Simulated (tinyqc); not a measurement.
Worked calculation (part 1 of 2): G0W0 on RHF in the sto-3g basis, for H2O, spin multiplicity 1. Computed by tinyqc, a small Python program that keeps every step (integrals from PySCF). Settings: charge = 0, multiplicity = 1, basis = sto-3g, method = RHF, energy threshold = 1e-10, iteration cap = 72, orthogonalisation = symmetric, start = atomic densities, DIIS depth = 6. Command: `OMP_NUM_THREADS=1 python tinyqc.py 26238 26239 out.jsonl` (the two numbers bound the seeds that draw the settings). One thread of a shared host (Intel(R) Xeon(R) Processor @ 2.60GHz), about 0.08 s of CPU time with the checks. The early iterations of the SCF are left out here.

## One-electron integrals

Geometry (angstrom):
```
atom         x          y         z
O     0.000000   0.000000  0.000000
H     0.000000   0.705000  0.648000
H     0.000000  -0.766000  0.705000
```

Basis sto-3g: exponents (1/bohr^2) and contraction coefficients of normalised primitives:
```
element  l (shell)    exponent  coefficient
O            s (1)  130.709320     0.154329
O            s (1)   23.808861     0.535328
O            s (1)    6.443608     0.444635
O            s (2)    5.033151    -0.099967
O            s (2)    1.169596     0.399513
O            s (2)    0.380389     0.700115
O            p (3)    5.033151     0.155916
O            p (3)    1.169596     0.607684
O            p (3)    0.380389     0.391957
H            s (1)    3.425251     0.154329
H            s (1)    0.623914     0.535328
H            s (1)    0.168855     0.444635
```

Overlap, kinetic and nuclear-attraction integrals over the contracted functions; the nuclear repulsion is the sum of Za Zb / Rab.

nuclear repulsion = 8.84699405 hartree

overlap S, order 1O 1s, 1O 2s, 1O 2px, 1O 2py, 1O 2pz, 2H 1s, 3H 1s:
$$\begin{pmatrix}
1.000000 & 0.236704 & 0.000000 & 0.000000 & 0.000000 & 0.053931 & 0.044203 \\
0.236704 & 1.000000 & 0.000000 & 0.000000 & 0.000000 & 0.474568 & 0.421466 \\
0.000000 & 0.000000 & 1.000000 & 0.000000 & 0.000000 & 0.000000 & 0.000000 \\
0.000000 & 0.000000 & 0.000000 & 1.000000 & 0.000000 & 0.289583 & -0.267114 \\
0.000000 & 0.000000 & 0.000000 & 0.000000 & 1.000000 & 0.266170 & 0.245843 \\
0.053931 & 0.474568 & 0.000000 & 0.289583 & 0.266170 & 1.000000 & 0.267206 \\
0.044203 & 0.421466 & 0.000000 & -0.267114 & 0.245843 & 0.267206 & 1.000000
\end{pmatrix}$$

kinetic energy T (hartree), order 1O 1s, 1O 2s, 1O 2px, 1O 2py, 1O 2pz, 2H 1s, 3H 1s:
$$\begin{pmatrix}
29.003200 & -0.168011 & 0.000000 & 0.000000 & 0.000000 & -0.002537 & -0.006911 \\
-0.168011 & 0.808128 & 0.000000 & 0.000000 & 0.000000 & 0.128436 & 0.092033 \\
0.000000 & 0.000000 & 2.528731 & 0.000000 & 0.000000 & 0.000000 & 0.000000 \\
0.000000 & 0.000000 & 0.000000 & 2.528731 & 0.000000 & 0.209091 & -0.164747 \\
0.000000 & 0.000000 & 0.000000 & 0.000000 & 2.528731 & 0.192185 & 0.151628 \\
-0.002537 & 0.128436 & 0.000000 & 0.209091 & 0.192185 & 0.760032 & 0.012129 \\
-0.006911 & 0.092033 & 0.000000 & -0.164747 & 0.151628 & 0.012129 & 0.760032
\end{pmatrix}$$

nuclear attraction V (hartree), order 1O 1s, 1O 2s, 1O 2px, 1O 2py, 1O 2pz, 2H 1s, 3H 1s:
$$\begin{pmatrix}
-61.679395 & -7.434208 & 0.000000 & -0.001764 & -0.019384 & -1.743331 & -1.424511 \\
-7.434208 & -10.101639 & 0.000000 & -0.017820 & -0.230739 & -3.863460 & -3.343292 \\
0.000000 & 0.000000 & -9.952439 & 0.000000 & 0.000000 & 0.000000 & 0.000000 \\
-0.001764 & -0.017820 & 0.000000 & -10.075845 & -0.010947 & -2.097112 & 1.864292 \\
-0.019384 & -0.230739 & 0.000000 & -0.010947 & -10.056822 & -2.007278 & -1.792916 \\
-1.743331 & -3.863460 & 0.000000 & -2.097112 & -2.007278 & -5.844967 & -1.646337 \\
-1.424511 & -3.343292 & 0.000000 & 1.864292 & -1.792916 & -1.646337 & -5.544594
\end{pmatrix}$$

core Hamiltonian H = T + V (hartree), order 1O 1s, 1O 2s, 1O 2px, 1O 2py, 1O 2pz, 2H 1s, 3H 1s:
$$\begin{pmatrix}
-32.676195 & -7.602219 & 0.000000 & -0.001764 & -0.019384 & -1.745868 & -1.431422 \\
-7.602219 & -9.293511 & 0.000000 & -0.017820 & -0.230739 & -3.735025 & -3.251259 \\
0.000000 & 0.000000 & -7.423708 & 0.000000 & 0.000000 & 0.000000 & 0.000000 \\
-0.001764 & -0.017820 & 0.000000 & -7.547114 & -0.010947 & -1.888022 & 1.699544 \\
-0.019384 & -0.230739 & 0.000000 & -0.010947 & -7.528090 & -1.815092 & -1.641289 \\
-1.745868 & -3.735025 & 0.000000 & -1.888022 & -1.815092 & -5.084935 & -1.634209 \\
-1.431422 & -3.251259 & 0.000000 & 1.699544 & -1.641289 & -1.634209 & -4.784562
\end{pmatrix}$$

## Two-electron integrals

Functions are numbered as in S; the eight-fold symmetry (ij|kl) = (ji|kl) = (kl|ij) leaves the list below.

Two-electron integrals (ij|kl) in chemists' order, unique and non-zero (hartree):
```
(11|11) 4.785065    (21|11) 0.741380    (21|21) 0.136873    (22|11) 1.118947
(22|21) 0.256633    (22|22) 0.817206    (31|31) 0.024477    (32|31) 0.037809
(32|32) 0.180518    (33|11) 1.115814    (33|21) 0.256684    (33|22) 0.817023
(33|33) 0.880159    (41|41) 0.024477    (42|41) 0.037809    (42|42) 0.180518
(43|43) 0.047444    (44|11) 1.115814    (44|21) 0.256684    (44|22) 0.817023
(44|33) 0.785270    (44|44) 0.880159    (51|51) 0.024477    (52|51) 0.037809
(52|52) 0.180518    (53|53) 0.047444    (54|54) 0.047444    (55|11) 1.115814
(55|21) 0.256684    (55|22) 0.817023    (55|33) 0.785270    (55|44) 0.785270
(55|55) 0.880159    (61|11) 0.171646    (61|21) 0.031407    (61|22) 0.058461
(61|33) 0.058350    (61|41) 0.001063    (61|42) 0.001985    (61|44) 0.058534
(61|51) 0.000977    (61|52) 0.001824    (61|54) 0.000169    (61|55) 0.058506
(61|61) 0.007300    (62|11) 0.403393    (62|21) 0.093616    (62|22) 0.328396
(62|33) 0.322939    (62|41) 0.005153    (62|42) 0.038807    (62|44) 0.331646
(62|51) 0.004737    (62|52) 0.035669    (62|54) 0.008002    (62|55) 0.330295
(62|61) 0.021873    (62|62) 0.161229    (63|31) 0.009966    (63|32) 0.057390
(63|43) 0.008133    (63|53) 0.007476    (63|63) 0.023412    (64|11) 0.209362
(64|21) 0.049232    (64|22) 0.184458    (64|33) 0.176025    (64|41) 0.012351
(64|42) 0.078135    (64|44) 0.197078    (64|51) 0.002192    (64|52) 0.019067
(64|54) 0.011876    (64|55) 0.180069    (64|61) 0.012029    (64|62) 0.110001
(64|64) 0.097627    (65|11) 0.192435    (65|21) 0.045252    (65|22) 0.169545
(65|33) 0.161793    (65|41) 0.002192    (65|42) 0.019067    (65|44) 0.166193
(65|51) 0.011981    (65|52) 0.074916    (65|54) 0.012178    (65|55) 0.180462
(65|61) 0.011057    (65|62) 0.101107    (65|64) 0.068214    (65|65) 0.086112
(66|11) 0.531816    (66|21) 0.125427    (66|22) 0.503146    (66|33) 0.482653
(66|41) 0.009222    (66|42) 0.094620    (66|44) 0.515646    (66|51) 0.008476
(66|52) 0.086970    (66|54) 0.030325    (66|55) 0.510527    (66|61) 0.029593
(66|62) 0.306160    (66|64) 0.238632    (66|65) 0.219338    (66|66) 0.774606
(71|11) 0.140356    (71|21) 0.025701    (71|22) 0.047902    (71|33) 0.047808
(71|41) -0.000873   (71|42) -0.001637   (71|44) 0.047963    (71|51) 0.000803
(71|52) 0.001506    (71|54) -0.000143   (71|55) 0.047940    (71|61) 0.005893
(71|62) 0.017433    (71|64) 0.008725    (71|65) 0.008821    (71|66) 0.023335
(71|71) 0.004889    (72|11) 0.348440    (72|21) 0.080948    (72|22) 0.286232
(72|33) 0.281313    (72|41) -0.004478   (72|42) -0.034498   (72|44) 0.289154
(72|51) 0.004121    (72|52) 0.031750    (72|54) -0.007217   (72|55) 0.287955
(72|61) 0.018395    (72|62) 0.117873    (72|64) 0.054672    (72|65) 0.072448
(72|66) 0.188948    (72|71) 0.015505    (72|72) 0.125110    (73|31) 0.008385
(73|32) 0.049121    (73|43) -0.007129   (73|53) 0.006562    (73|63) 0.016398
(73|73) 0.017636    (74|11) -0.186833   (74|21) -0.043957   (74|22) -0.165955
(74|33) -0.158460   (74|41) 0.010512    (74|42) 0.068011    (74|44) -0.177071
(74|51) -0.001958   (74|52) -0.017386   (74|54) 0.010568    (74|55) -0.162147
(74|61) -0.009536   (74|62) -0.057269   (74|64) -0.010554   (74|65) -0.034333
(74|66) -0.080413   (74|71) -0.008784   (74|72) -0.088118   (74|74) 0.078980
(75|11) 0.171954    (75|21) 0.040457    (75|22) 0.152739    (75|33) 0.145841
(75|41) -0.001958   (75|42) -0.017386   (75|44) 0.149847    (75|51) 0.010186
(75|52) 0.065122    (75|54) -0.010816   (75|55) 0.162358    (75|61) 0.009595
(75|62) 0.074088    (75|64) 0.033618    (75|65) 0.061248    (75|66) 0.130619
(75|71) 0.008085    (75|72) 0.081101    (75|74) -0.056459   (75|75) 0.069599
(76|11) 0.161421    (76|21) 0.037863    (76|22) 0.145622    (76|33) 0.141914
(76|41) -0.000057   (76|42) -0.000674   (76|44) 0.144364    (76|51) 0.002957
(76|52) 0.027134    (76|54) -0.000204   (76|55) 0.150430    (76|61) 0.008778
(76|62) 0.072391    (76|64) 0.042040    (76|65) 0.051184    (76|66) 0.144420
(76|71) 0.007201    (76|72) 0.064740    (76|74) -0.039581   (76|75) 0.047026
(76|76) 0.040778    (77|11) 0.494520    (77|21) 0.116749    (77|22) 0.474049
(77|33) 0.455019    (77|41) -0.008218   (77|42) -0.087789   (77|44) 0.485604
(77|51) 0.007563    (77|52) 0.080798    (77|54) -0.028149   (77|55) 0.480927
(77|61) 0.026507    (77|62) 0.204325    (77|64) 0.083058    (77|65) 0.137891
(77|66) 0.351663    (77|71) 0.022551    (77|72) 0.263178    (77|74) -0.211557
(77|75) 0.194710    (77|76) 0.144420    (77|77) 0.774606
```

## Orthogonalisation

S = U s U^T; symmetric (Loewdin) form X = U s^(-1/2) U^T, so that X^T S X = 1.

eigenvalues of S: [0.359996, 0.460076, 0.878598, 1.000000, 1.105085, 1.281217, 1.915028]

X, order 1O 1s, 1O 2s, 1O 2px, 1O 2py, 1O 2pz, 2H 1s, 3H 1s:
$$\begin{pmatrix}
1.023999 & -0.141055 & 0.000000 & -0.001185 & -0.010217 & 0.021904 & 0.019593 \\
-0.141055 & 1.215432 & 0.000000 & 0.018335 & 0.108021 & -0.298303 & -0.239186 \\
0.000000 & 0.000000 & 1.000000 & 0.000000 & 0.000000 & 0.000000 & 0.000000 \\
-0.001185 & 0.018335 & 0.000000 & 1.089605 & 0.008712 & -0.216616 & 0.191204 \\
-0.010217 & 0.108021 & 0.000000 & 0.008712 & 1.060328 & -0.163811 & -0.137718 \\
0.021904 & -0.298303 & 0.000000 & -0.216616 & -0.163811 & 1.213033 & -0.098476 \\
0.019593 & -0.239186 & 0.000000 & 0.191204 & -0.137718 & -0.098476 & 1.162785
\end{pmatrix}$$

## Iteration 8 (converged): orbitals

converged F (hartree), order 1O 1s, 1O 2s, 1O 2px, 1O 2py, 1O 2pz, 2H 1s, 3H 1s:
$$\begin{pmatrix}
-20.249788 & -5.164801 & 0.000000 & -0.001742 & -0.028662 & -1.195112 & -0.981410 \\
-5.164801 & -2.441343 & 0.000000 & -0.019813 & -0.120173 & -1.025821 & -0.894190 \\
0.000000 & 0.000000 & -0.395627 & 0.000000 & 0.000000 & 0.000000 & 0.000000 \\
-0.001742 & -0.019813 & 0.000000 & -0.286407 & -0.022482 & -0.377159 & 0.351160 \\
-0.028662 & -0.120173 & 0.000000 & -0.022482 & -0.335351 & -0.400710 & -0.376030 \\
-1.195112 & -1.025821 & 0.000000 & -0.377159 & -0.400710 & -0.588196 & -0.388418 \\
-0.981410 & -0.894190 & 0.000000 & 0.351160 & -0.376030 & -0.388418 & -0.485705
\end{pmatrix}$$

Diagonalise F' = X^T F X, C = X C', fill 5 alpha and 5 beta electrons from the bottom; D = 2 C_occ C_occ^T. Each column has its largest component positive (the first on a tie).

F' = X^T F X (hartree):
$$\begin{pmatrix}
-19.871911 & -2.690516 & 0.000000 & -0.001223 & -0.057581 & -0.189022 & -0.128529 \\
-2.690516 & -1.266438 & 0.000000 & 0.011397 & 0.118732 & -0.519113 & -0.434014 \\
0.000000 & 0.000000 & -0.395627 & 0.000000 & 0.000000 & 0.000000 & 0.000000 \\
-0.001223 & 0.011397 & 0.000000 & -0.028790 & -0.004976 & -0.453519 & 0.423606 \\
-0.057581 & 0.118732 & 0.000000 & -0.004976 & -0.160735 & -0.365188 & -0.329800 \\
-0.189022 & -0.519113 & 0.000000 & -0.453519 & -0.365188 & 0.015890 & -0.112330 \\
-0.128529 & -0.434014 & 0.000000 & 0.423606 & -0.329800 & -0.112330 & -0.005234
\end{pmatrix}$$

orbital energies (hartree): MO1 -20.258400, MO2 -1.259909, MO3 -0.579750, MO4 -0.469721, MO5 -0.395627, MO6 0.563493, MO7 0.687070

coefficients C, order 1O 1s, 1O 2s, 1O 2px, 1O 2py, 1O 2pz, 2H 1s, 3H 1s:
$$\begin{pmatrix}
0.994248 & -0.233599 & 0.016359 & 0.105464 & 0.000000 & 0.111258 & 0.050728 \\
0.025641 & 0.845101 & -0.088245 & -0.543169 & 0.000000 & -0.713892 & -0.357847 \\
0.000000 & 0.000000 & 0.000000 & 0.000000 & 1.000000 & 0.000000 & 0.000000 \\
0.000507 & 0.019729 & 0.620802 & -0.048727 & 0.000000 & 0.336322 & -0.877418 \\
0.004219 & 0.125025 & 0.062966 & 0.735176 & 0.000000 & -0.726747 & -0.306081 \\
-0.005964 & 0.169598 & 0.461408 & 0.261614 & 0.000000 & 0.421899 & 1.075282 \\
-0.004929 & 0.138796 & -0.437350 & 0.345458 & 0.000000 & 0.963804 & -0.464824
\end{pmatrix}$$

D after iteration 8, order 1O 1s, 1O 2s, 1O 2px, 1O 2py, 1O 2pz, 2H 1s, 3H 1s:
$$\begin{pmatrix}
2.108975 & -0.461299 & 0.000000 & 0.001825 & 0.107108 & -0.020818 & -0.016088 \\
-0.461299 & 2.035347 & 0.000000 & -0.023258 & -0.598229 & -0.079286 & -0.063756 \\
0.000000 & 0.000000 & 2.000000 & 0.000000 & 0.000000 & 0.000000 & 0.000000 \\
0.001825 & -0.023258 & 0.000000 & 0.776319 & 0.011471 & 0.554077 & -0.571210 \\
0.107108 & -0.598229 & 0.000000 & 0.011471 & 1.120194 & 0.485128 & 0.487532 \\
-0.020818 & -0.079286 & 0.000000 & 0.554077 & 0.485128 & 0.620276 & -0.175702 \\
-0.016088 & -0.063756 & 0.000000 & -0.571210 & 0.487532 & -0.175702 & 0.659809
\end{pmatrix}$$

## Convergence

Stop when the energy changes by less than 1e-10 hartree and every element of the error matrix X^T (F D S - S D F) X is below 3e-06.

Course of the cycle:
```
iteration   E (hartree)     change  largest element of the error matrix
1          -75.40862345          -                             1.33e+00
2          -74.91931171   4.89e-01                             2.00e-01
3          -74.95982361  -4.05e-02                             2.42e-02
4          -74.96047420  -6.51e-04                             4.69e-03
5          -74.96050380  -2.96e-05                             3.12e-04
6          -74.96050414  -3.40e-07                             3.47e-05
7          -74.96050415  -3.76e-09                             1.95e-06
8          -74.96050415  -7.79e-12                             1.05e-07
```

PySCF RHF in the same basis = -74.96050415 hartree

Converged in 8 iterations.

## Integrals over molecular orbitals

(pq|rs) = sum C_ip C_jq C_kr C_ls (ij|kl), one index at a time.

one-electron integrals over orbitals h = C^T H C (hartree):
$$\begin{pmatrix}
-32.658962 & 0.557436 & -0.038430 & -0.240591 & 0.000000 & -0.254268 & -0.115773 \\
0.557436 & -7.642628 & 0.036031 & 0.476413 & 0.000000 & 1.212310 & 0.566995 \\
-0.038430 & 0.036031 & -6.304477 & -0.127284 & 0.000000 & -0.607661 & 1.569259 \\
-0.240591 & 0.476413 & -0.127284 & -6.814317 & 0.000000 & 1.165325 & 0.273208 \\
0.000000 & 0.000000 & 0.000000 & 0.000000 & -7.423708 & 0.000000 & 0.000000 \\
-0.254268 & 1.212310 & -0.607661 & 1.165325 & 0.000000 & -5.432630 & 0.038717 \\
-0.115773 & 0.566995 & 1.569259 & 0.273208 & 0.000000 & 0.038717 & -5.513579
\end{pmatrix}$$

Two-electron integrals over orbitals (pq|rs), unique and non-zero (hartree):
```
(11|11) 4.745333    (21|11) -0.418124   (21|21) 0.058552    (22|11) 1.006444
(22|21) -0.013177   (22|22) 0.729223    (31|11) 0.029425    (31|21) -0.003462
(31|22) 0.003140    (31|31) 0.011672    (32|11) -0.014156   (32|21) 0.001717
(32|22) 0.010995    (32|31) 0.017832    (32|32) 0.139575    (33|11) 0.802516
(33|21) -0.004767   (33|22) 0.642685    (33|31) -0.000993   (33|32) -0.003894
(33|33) 0.628178    (41|11) 0.187613    (41|21) -0.023411   (41|22) 0.015580
(41|31) 0.002302    (41|32) 0.000106    (41|33) 0.006427    (41|41) 0.026719
(42|11) -0.141440   (42|21) 0.009223    (42|22) -0.003613   (42|31) -0.000086
(42|32) 0.001824    (42|33) 0.003567    (42|41) 0.017209    (42|42) 0.124343
(43|11) 0.030276    (43|21) -0.001269   (43|22) 0.009924    (43|31) -0.003787
(43|32) 0.018846    (43|33) 0.007492    (43|41) -0.001642   (43|42) -0.014622
(43|43) 0.052327    (44|11) 0.964789    (44|21) -0.012763   (44|22) 0.663352
(44|31) -0.000027   (44|32) -0.013119   (44|33) 0.591438    (44|41) -0.009808
(44|42) -0.098046   (44|43) 0.013936    (44|44) 0.743427    (51|51) 0.026015
(52|51) 0.032522    (52|52) 0.145080    (53|51) -0.002208   (53|52) -0.007525
(53|53) 0.029268    (54|51) -0.013678   (54|52) -0.048386   (54|53) 0.004468
(54|54) 0.054283    (55|11) 1.115344    (55|21) -0.011756   (55|22) 0.748042
(55|31) 0.000820    (55|32) -0.007095   (55|33) 0.628056    (55|41) 0.005265
(55|42) -0.075980   (55|43) 0.017024    (55|44) 0.709842    (55|55) 0.880159
(61|11) 0.199630    (61|21) -0.030233   (61|22) 0.000251    (61|31) 0.006250
(61|32) 0.006255    (61|33) -0.001299   (61|41) -0.001114   (61|42) -0.020035
(61|43) 0.000464    (61|44) 0.017466    (61|55) 0.005263    (61|61) 0.028017
(62|11) -0.267423   (62|21) 0.005509    (62|22) -0.128576   (62|31) 0.003592
(62|32) 0.018391    (62|33) -0.074403   (62|41) -0.017862   (62|42) -0.024175
(62|43) -0.012650   (62|44) -0.064584   (62|55) -0.139029   (62|61) 0.010742
(62|62) 0.094053    (63|11) 0.127471    (63|21) -0.002698   (63|22) 0.054585
(63|31) -0.003535   (63|32) 0.024257    (63|33) 0.037143    (63|41) 0.000648
(63|42) -0.027473   (63|43) 0.030930    (63|44) 0.043688    (63|55) 0.069586
(63|61) 0.000200    (63|62) -0.034332   (63|63) 0.074876    (64|11) -0.238225
(64|21) 0.002958    (64|22) -0.104279   (64|31) -0.003379   (64|32) -0.026263
(64|33) -0.047117   (64|41) -0.000062   (64|42) 0.049068    (64|43) -0.014999
(64|44) -0.124169   (64|55) -0.129051   (64|61) -0.003800   (64|62) 0.049192
(64|63) -0.049910   (64|64) 0.091775    (65|51) -0.013188   (65|52) -0.050237
(65|53) 0.010503    (65|54) -0.001828   (65|65) 0.035085    (66|11) 0.815407
(66|21) -0.007466   (66|22) 0.611301    (66|31) -0.003879   (66|32) -0.056966
(66|33) 0.573125    (66|41) 0.018109    (66|42) 0.046733    (66|43) -0.034999
(66|44) 0.565347    (66|55) 0.594785    (66|61) -0.009734   (66|62) -0.087630
(66|63) -0.016967   (66|64) -0.027098   (66|66) 0.642329    (71|11) 0.091538
(71|21) -0.014320   (71|22) -0.001293   (71|31) -0.013420   (71|32) -0.021232
(71|33) 0.001997    (71|41) 0.001387    (71|42) -0.006319   (71|43) 0.005537
(71|44) 0.006534    (71|55) 0.002341    (71|61) 0.004352    (71|62) -0.003100
(71|63) 0.004748    (71|64) 0.003059    (71|66) 0.004073    (71|71) 0.021891
(72|11) -0.127964   (72|21) 0.002397    (72|22) -0.059923   (72|31) -0.013631
(72|32) -0.037199   (72|33) -0.024525   (72|41) -0.005966   (72|42) 0.000348
(72|43) 0.032636    (72|44) -0.039613   (72|55) -0.065102   (72|61) -0.003258
(72|62) 0.015800    (72|63) 0.019621    (72|64) 0.026840    (72|66) -0.044970
(72|71) 0.016092    (72|72) 0.070481    (73|11) -0.335658   (73|21) 0.006849
(73|22) -0.126829   (73|31) -0.000326   (73|32) 0.025869    (73|33) -0.083790
(73|41) 0.000909    (73|42) 0.076510    (73|43) -0.001828   (73|44) -0.139323
(73|55) -0.176921   (73|61) -0.006111   (73|62) 0.057935    (73|63) -0.028474
(73|64) 0.073824    (73|66) -0.057949   (73|71) -0.002463   (73|72) 0.040526
(73|73) 0.146563    (74|11) -0.056151   (74|21) 0.000738    (74|22) -0.018604
(74|31) 0.009063    (74|32) 0.072964    (74|33) -0.014851   (74|41) -0.001134
(74|42) 0.004228    (74|43) -0.000452   (74|44) -0.033291   (74|55) -0.029162
(74|61) 0.004359    (74|62) 0.021869    (74|63) 0.029147    (74|64) -0.006550
(74|66) -0.048866   (74|71) -0.011052   (74|72) -0.006513   (74|73) 0.037697
(74|74) 0.066004    (75|51) -0.006015   (75|52) -0.023113   (75|53) -0.020921
(75|54) 0.002471    (75|65) 0.005000    (75|75) 0.025916    (76|11) -0.002951
(76|21) 0.000526    (76|22) 0.008801    (76|31) 0.006326    (76|32) 0.066702
(76|33) -0.008700   (76|41) 0.005310    (76|42) 0.018414    (76|43) 0.036569
(76|44) -0.018204   (76|55) -0.003240   (76|61) -0.001665   (76|62) -0.013758
(76|63) 0.033419    (76|64) -0.022038   (76|66) -0.043901   (76|71) -0.008555
(76|72) 0.005367    (76|73) 0.030433    (76|74) 0.036324    (76|76) 0.067556
(77|11) 0.844676    (77|21) -0.008407   (77|22) 0.624275    (77|31) 0.007223
(77|32) 0.066249    (77|33) 0.600994    (77|41) 0.006364    (77|42) -0.005898
(77|43) 0.037188    (77|44) 0.582238    (77|55) 0.613570    (77|61) 0.004753
(77|62) -0.064231   (77|63) 0.065537    (77|64) -0.062334   (77|66) 0.523647
(77|71) -0.006498   (77|72) -0.022297   (77|73) -0.055431   (77|74) 0.029626
(77|76) 0.046143    (77|77) 0.653835
```
